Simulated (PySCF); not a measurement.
Computed with B3LYP in PySCF with S def2-TZVP, H def2-TZVP; no relativity; density-fitted integrals. Open shells, if any, are unrestricted.

Question: What spin state, shape and geometry does isolated H2S take (every ligand bound to S)?

Answer: Counting electrons, sulfur keeps 4 of its valence electrons outside its bonds, so the VSEPR class is AX2E2 and the expected shape is bent (C2v), as computed. The angle of 93° is close to 90°: the heavy centre bonds with nearly pure p orbitals and keeps its lone pair s-like. The lowest minimum found is a singlet of C2v symmetry with S–H 1.343 Å (×2); H–S–H 92.6°. Its harmonic wavenumbers are 1215 (a1), 2684 (a1), 2697 (b2) cm⁻¹ and its dipole moment is 1.11 D.
